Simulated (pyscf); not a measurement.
Thermochemistry of product channels of O=Si(F)–F (SMILES O=[Si](F)F) + HCl (SMILES Cl) on the singlet surface, in kcal/mol, from CCSD(T)/def2-TZVPP + ΔMP2(QZVPP) energies (ideal gas, 1 atm, RRHO with modes under 100 cm⁻¹ raised to 100, one conformer, R ln 2 for rigid chiral ones). Structures and frequencies: ωB97X-D3(BJ)/def2-SVP in PySCF. Correlated levels are frozen-core, on RHF or UHF. ΔMP2 is the change of the MP2 total energy from the triple- to the quadruple-zeta basis.

| products | ΔE | ΔH(298 K) | ΔG(298 K) | ΔG(1200 K) |
|---|---|---|---|---|
| O=SiH–F (SMILES O=[SiH]F) + F–Cl (SMILES FCl) | +100.9 | +100.5 | +99.3 | +96.3 |
| O=Si(F)–Cl (SMILES O=[Si](F)Cl) + HF (SMILES F) | [?] | +9.4 | +9.1 | +7.7 |
| HO–Si(F)(F)–Cl (SMILES O[Si](F)(F)Cl) | -77.4 | -74.6 | -65.0 | [?] |

What belongs in the gaps?


- O=Si(F)–Cl (SMILES O=[Si](F)Cl) + HF (SMILES F), ΔE: +8.4
- HO–Si(F)(F)–Cl (SMILES O[Si](F)(F)Cl), ΔG(1200 K): -37.2

These are energies of the channels, which say nothing of barriers. O=SiH–F lies 15.8 kcal/mol over its isomer HO–Si:–F [singlet], and others may lie lower still (electronic energy, ωB97M-D3(BJ)). The CCSD(T) − MP2 part came from Ansatz, without density fitting, on the same reference.
